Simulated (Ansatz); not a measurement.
# One shape, several levels: NO (nitric oxide)

Aim: a comparison of 6 runs (UB2PLYP/STO-3G, UB3LYP/STO-3G, UHSE06/STO-3G, UPBE/STO-3G, UCCSDT(Q)/STO-3G, UCCSDT/STO-3G) of NO (nitric oxide). 

The results are computed with Ansatz 0.2.0.

32 further runs of the same task are left out: 2 that didn't finish, 30 set aside as unsound or not needed.

**1. The system as given**

The species is NO (2 atoms), meant as a doublet with charge 0. SMILES: `[N]=O`. The O2–N1 distance was set to 2.849 Å, away from the relaxed value.

**2. The energy at UB2PLYP/STO-3G (run 1)**

File input.yaml:

```yaml
crystal:
  periodic: [false, false, false]
  atoms:
    - {symbol: N, position_ang: [-1.934496, 0.708126, -0.975968]}
    - {symbol: O, position_ang: [0.483620, -0.177030, 0.243990]}
basis:
  gaussian:
    orbitals: STO-3G
accuracy: high
hamiltonian:
  xc: {name: B2PLYP}
correlation:
  frozen_orbitals: {"N": 1, O: 1}
magnetization:
  spin_polarized: true
  initial_magnetization: 1
```

On the command line:

```bash
$ ansatz run input.yaml --threads 1 --pin off --max-ram 3480MiB --events-out events.jsonl --progress --plain --runs-dir runs
```

What it wrote:

```text
Warning: RAYON_NUM_THREADS=1 ignored (pool sized by the plan → 1); use --threads N
Functional definition: B2PLYP
  name "B2PLYP"
  parameter a = 0.53
  parameter c = 0.27
  exchange = (1 - a)*b88_x + a*exact_x
  correlation = (1 - c)*lyp_c + c*(mp2_os + mp2_ss)
142 factors; integrals over basis functions are off by at most 4.2e-9 eV
mean field evaluation 1: about -3419.5378 eV, gradient 2.9e1 eV
mean field evaluation 2: about -3419.5374 eV, gradient 2.9e1 eV
mean field evaluation 4: about -3414.1853 eV, gradient 9.9e0 eV
mean field evaluation 8: about -3469.1568 eV, gradient 5.6e0 eV
mean field evaluation 16: about -3475.0364 eV, gradient 5.1e-2 eV
mean field evaluation 32: about -3475.0619 eV, gradient 3.9e-4 eV
mean field evaluation 64: about -3477.7053 eV, gradient 1.9e-2 eV
mean field -3477.70577099 eV, -127.8033298101 hartree, gradient 6.6e-9 eV, S^2 2.744263; 3 other end points of the search recorded, 0 dependent functions left out
2 core orbitals not correlated: weight in the atoms' cores, before any rotation towards them, 1.000 or more for the frozen orbitals, at most 0.000 for the correlated occupied ones
reference -3477.70578275 eV, -127.8033302422 hartree; 6, 5 occupied and 2, 3 virtual orbitals, 142 factors
second order -0.00228894 eV of doubles, -0.00000000 eV of singles
Total energy: -3477.70640076 eV, -127.8033529538 hartree
```

Run time: 3.3 s. Hardware: 1 thread of Arm Neoverse V1, shared host; peak memory 0.093 GiB.

**3. The energy at UB3LYP/STO-3G (run 2)**

File in.yaml:

```yaml
crystal:
  periodic: [false, false, false]
  atoms:
    - {symbol: N, position_ang: [-1.934496, 0.708126, -0.975968]}
    - {symbol: O, position_ang: [0.483620, -0.177030, 0.243990]}
basis:
  gaussian:
    orbitals: STO-3G
magnetization:
  spin_polarized: true
  initial_magnetization: 1
hamiltonian:
  xc: {name: B3LYP}
accuracy: high
```

On the command line:

```bash
$ ansatz run in.yaml --threads 1 --pin off --max-ram 3480MiB --events-out events.jsonl --progress --plain --runs-dir runs
```

What it wrote:

```text
Warning: RAYON_NUM_THREADS=1 ignored (pool sized by the plan → 1); use --threads N
Functional definition: B3LYP
  name "B3LYP"
  parameter a0 = 0.2
  parameter ax = 0.72
  parameter ac = 0.81
  exchange = (1 - a0 - ax)*slater_x + ax*b88_x + a0*exact_x
  correlation = (1 - ac)*vwn_rpa_c + ac*lyp_c
142 factors; integrals over basis functions are off by at most 4.2e-9 eV
mean field evaluation 1: about -3430.1222 eV, gradient 4.4e1 eV
mean field evaluation 2: about -3342.2100 eV, gradient 7.0e0 eV
mean field evaluation 4: about -3418.1376 eV, gradient 8.6e0 eV
mean field evaluation 8: about -3476.0272 eV, gradient 1.2e1 eV
mean field evaluation 16: about -3478.6988 eV, gradient 3.8e-3 eV
mean field evaluation 32: about -3480.9466 eV, gradient 1.9e-7 eV
mean field -3480.94658129 eV, -127.9224273921 hartree, gradient 4.5e-9 eV, S^2 2.735871; 2 other end points of the search recorded, 0 dependent functions left out
reference -3480.94659951 eV, -127.9224280617 hartree; 8, 7 occupied and 2, 3 virtual orbitals, 142 factors
Total energy: -3480.94659951 eV, -127.9224280617 hartree
```

It took 3.3 s on 1 thread of Arm Neoverse V1, shared host; peak memory 0.09 GiB.

Run 3 isn't shown in full; the table further down has it.

**4. The energy at UPBE/STO-3G (run 4)**

File input.yaml:

```yaml
crystal:
  periodic: [false, false, false]
  atoms:
    - {symbol: N, position_ang: [-1.934496, 0.708126, -0.975968]}
    - {symbol: O, position_ang: [0.483620, -0.177030, 0.243990]}
basis:
  gaussian: {orbitals: STO-3G}
magnetization: {spin_polarized: true, initial_magnetization: 1}
hamiltonian: {xc: pbe}
accuracy: high
```

On the command line:

```bash
$ ansatz run input.yaml --threads 1 --pin off --max-ram 3480MiB --events-out events.jsonl --progress --plain --runs-dir runs
```

What it wrote:

```text
Warning: RAYON_NUM_THREADS=1 ignored (pool sized by the plan → 1); use --threads N
Functional definition: PBE
  name "PBE"
  parameter kappa = 0.804
  parameter beta = 0.06672455060314922
  exchange = pbe_x(kappa = kappa, mu = beta*pi^2/3)
  correlation = pbe_c(beta = beta)
142 factors; integrals over basis functions are off by at most 4.2e-9 eV
mean field evaluation 1: about -3441.3470 eV, gradient 5.4e1 eV
mean field evaluation 2: about -3337.8242 eV, gradient 6.4e0 eV
mean field evaluation 4: about -3413.6973 eV, gradient 4.8e0 eV
mean field evaluation 8: about -3472.9894 eV, gradient 3.2e0 eV
mean field evaluation 16: about -3475.3140 eV, gradient 1.8e-5 eV
mean field evaluation 32: about -3475.3525 eV, gradient 1.5e-2 eV
mean field evaluation 64: about -3476.6792 eV, gradient 1.4e-8 eV
mean field evaluation 96: about -3476.6553 eV, gradient 3.1e-2 eV
mean field -3476.67920249 eV, -127.7656041136 hartree, gradient 9.2e-9 eV, S^2 2.722048; 9 other end points of the search recorded, 0 dependent functions left out
reference -3476.67920352 eV, -127.7656041515 hartree; 8, 7 occupied and 2, 3 virtual orbitals, 142 factors
Total energy: -3476.67920352 eV, -127.7656041515 hartree
```

Wall time 4.5 s (1 thread of Arm Neoverse V1, shared host).

Run 5 isn't shown in full; the table further down has it.

**5. A single-point energy at UCCSDT/STO-3G (run 6)**

Changes to input.yaml since step 4:

```diff
@@ -8,3 +8,4 @@
 magnetization: {spin_polarized: true, initial_magnetization: 1}
-hamiltonian: {xc: pbe}
+correlation: {method: ccsdt, frozen_orbitals: {"N": 1, O: 1}}
 accuracy: high
+scf: {omitted_lower_state_checks: [cluster_reference, increment]}
```

On the command line:

```bash
$ ansatz run input.yaml --threads 1 --pin off --max-ram 3480MiB --events-out events.jsonl --progress --plain --runs-dir runs
```

What it wrote:

```text
Warning: RAYON_NUM_THREADS=1 ignored (pool sized by the plan → 1); use --threads N
[... 16 lines left out ...]
2 core orbitals not correlated: weight in the atoms' cores, before any rotation towards them, 1.000 or more for the frozen orbitals, at most 0.000 for the correlated occupied ones
[... 80 lines left out ...]
Total energy: -3470.09482556 eV, -127.5236327245 hartree
Checks for a lower state left out: cluster_reference, increment
```

Run time: 0.93 s. Hardware: 1 thread of Arm Neoverse V1, shared host.

**6. Overview of the runs**

| run | level | frozen core orbitals | energy (Eh) | ⟨S²⟩ | wall time |
| --- | --- | --- | --- | --- | --- |
| 1 | UB2PLYP/STO-3G | 2 | -127.803353 | 2.744 | 3.3 s |
| 2 | UB3LYP/STO-3G | – | -127.922428 | 2.736 | 3.3 s |
| 3 | UHSE06/STO-3G | – | -127.810663 | 2.739 | 1.8 s |
| 4 | UPBE/STO-3G | – | -127.765604 | 2.722 | 4.5 s |
| 5 | UCCSDT(Q)/STO-3G | 2 | -127.523634 | 2.747 | 1.9 s |
| 6 | UCCSDT/STO-3G | 2 | -127.523633 | 2.747 | 0.93 s |

**7. Summary of results**

| quantity | value |
| --- | --- |
| run 6: total energy | -127.52363 Eh |
| run 6: correlation energy (2 core orbitals frozen) | -0.3 mEh |
| run 6: ⟨S²⟩ of the reference determinant | 2.747 |
| run 6: T1 diagnostic | 0.005 |

**Reading.** Totals of different functionals can't be ranked against each other. In runs 1, 2, 3, 4, 5, 6 the basis is minimal, so the values are rough. Spin contamination of the reference: run 5 ⟨S²⟩ = 2.75, run 6 ⟨S²⟩ = 2.75, run 1 ⟨S²⟩ = 2.74, run 3 ⟨S²⟩ = 2.74, run 2 ⟨S²⟩ = 2.74, run 4 ⟨S²⟩ = 2.72. Where it is this large, the reference is a mixture of spin states, and values that rest on it are in doubt. All runs together took 16 s, the longest 4.5 s.
